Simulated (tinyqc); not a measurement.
A ladder of methods, and size consistency: correlation methods against full CI in the sto-3g basis, for H2O, spin multiplicity 1. Computed by the program tinyqc with PySCF. All electrons correlated; +Q is the Davidson correction (1 - c0^2) E_corr. The last columns treat two copies 100 angstrom apart as one system. FCI is the lowest singlet.

Geometry (angstrom):
```
atom       x        y       z
O     0.0000   0.0000  0.0000
H     0.0000   0.9000  0.6940
H     0.0000  -0.9000  0.6940
```

RHF energy of one = -74.926690 hartree

Correlation energies (hartree):
```
method   E_corr of one  share of FCI (%)  E_corr of two at 100 angstrom  two minus twice one (mhartree)
MP2          -0.053132           68.6971                      -0.106264                          0.0000
CISD         -0.075140           97.1532                      -0.143279                          7.0022
CISD+Q       -0.079006          102.1517                      -0.155995                          2.0182
CCSD         -0.077077           99.6573                      -0.154154                          0.0000
CCSD(T)      -0.077191           99.8045                      -0.154382                          0.0000
FCI          -0.077342          100.0000                              -                               -
```

What does the comparison show, and why?

MP2 recovers 69 %, CISD 97.2 % and CCSD 99.7 % of the FCI value (c0^2 = 0.949 in CISD). MP2 and coupled cluster are size consistent, so their last column vanishes; CISD loses 7.00 mhartree, since a double excitation on each copy is a quadruple of the pair, and the Davidson correction leaves +2.02.
